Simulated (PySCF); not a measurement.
Structure problem from calculated spectra and properties.

Elements present: C, F and H. Monoisotopic mass: 32.0062 u; singlet state.

| Item | Value |
| --- | --- |
| UV, strongest line | among the 10 lowest singlet transitions: S10 at 10.93 eV (113 nm, f = 0.140) [TDDFT B3LYP/def2-SVPD] |
| Rotational structure | rotational constants A, B, C: 461.074, 37.508, 34.687 GHz [PBE0-D3(BJ)/def2-SVP] |
| XPS | C1s 295.9, F1s 695.3 eV [ΔSCF SCAN, pcX-2 on the ionised atom, pcseg-1 elsewhere, spin-free X2C] |
| NMR, other nuclei | isotropic shieldings of nuclei other than C and H, by class: -379 (1 F) ppm [GIAO HF/pcSseg-2] |
| Polarisability | 15.9 au [B3LYP/def2-SVPD] |
| Couplings | largest of the computed one-bond spin–spin couplings (means over like bonds): 19F–13C -571.9, 13C–1H +57.6 Hz [B3LYP/pcJ-1] |
| Dipole | 1.52 D [B3LYP/def2-SVPD] |
| 13C NMR | chemical shifts (computed TMS as zero) by class: 771.1 (1 C) ppm [GIAO HF/pcSseg-2] |
| Triplet | lowest triplet excitation (Tamm–Dancoff): 0.67 eV [TDA B3LYP/def2-SVPD] |

Electronic properties: PySCF, gas phase, density fitting. Levels stand in brackets. Geometry: PBE0-D3(BJ)/def2-SVP; no solvent, vibrations or thermal averaging. Each NMR value is the plain mean over a class of atoms that symmetry, rotation or inversion makes alike.

Problem. Which formula fits the mass and the elements?

Solution. CHF (calculated 32.0062). No other formula that holds each of these elements comes within 0.0003 u with a fitting electron parity and a possible valence count.

Problem. What is the compound? Reason from the data.

Solution. The one carbon: carbon bonded to F and H (771.1 ppm). The other shieldings belong to: -379 ppm, fluorine bonded to C. The couplings run between: -571.9 Hz, fluorine bonded to C and carbon bonded to F and H; +57.6 Hz, carbon bonded to F and H and its hydrogen. The core levels belong to: C1s 295.9 eV, carbon bonded to F and H; F1s 695.3 eV, fluorine bonded to C. The optimised geometry has point group Cs and is an asymmetric top. Structure: HCF, `[CH]F` [singlet].
